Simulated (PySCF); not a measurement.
**Highest orbital energy against ionisation energy along the second row**

Calculated with PySCF 2.14, no spin-orbit coupling. Each cell gives −ε(HOMO) / ΔSCF in eV; NIST values include spin-orbit coupling, (s) semi-empirical, (t) theoretical.

```
                           species              UHF              LDA              PBE             PBE0           r2SCAN  NIST (lowest levels)
Li (aug-cc-pVQZ-DK, spin-free X2C)    5.344 / 5.343    3.164 / 5.471    3.223 / 5.585    3.828 / 5.568    3.258 / 5.390                 5.392
Be (aug-cc-pVQZ-DK, spin-free X2C)    8.417 / 8.044    5.598 / 9.026    5.610 / 8.999    6.495 / 8.974    5.742 / 8.794                 9.323
 B (aug-cc-pVQZ-DK, spin-free X2C)    8.671 / 8.039    4.109 / 8.642    4.170 / 8.671    5.372 / 8.645    4.584 / 8.768                 8.298
 C (aug-cc-pVQZ-DK, spin-free X2C)  11.942 / 10.795   6.123 / 11.686   6.096 / 11.537   7.648 / 11.510   6.571 / 11.663                11.260
 N (aug-cc-pVQZ-DK, spin-free X2C)  15.528 / 13.887   8.398 / 15.001   8.299 / 14.725  10.210 / 14.696   8.889 / 14.798                14.534
 O (aug-cc-pVQZ-DK, spin-free X2C)  14.188 / 12.015   7.442 / 13.994   7.594 / 14.055   9.478 / 13.840   7.915 / 13.707                13.618
 F (aug-cc-pVQZ-DK, spin-free X2C)  18.490 / 15.639  10.358 / 17.947  10.298 / 17.645  12.558 / 17.434  10.780 / 17.525                17.423
Ne (aug-cc-pVQZ-DK, spin-free X2C)  23.131 / 19.642  13.544 / 22.173  13.336 / 21.645  15.986 / 21.434  13.972 / 21.467                21.565
```

Task: How far is −ε(HOMO) from ΔSCF on average for each method, and why?

Result: UHF 1.54 eV; LDA -5.65 eV; PBE -5.53 eV; PBE0 -3.82 eV; r2SCAN -5.05 eV. Hartree-Fock orbital energies lack relaxation and so exceed the ΔSCF value; semilocal functionals have convex E(N) from self-interaction, so their HOMO lies far too high; exact exchange moves hybrids part of the way back.
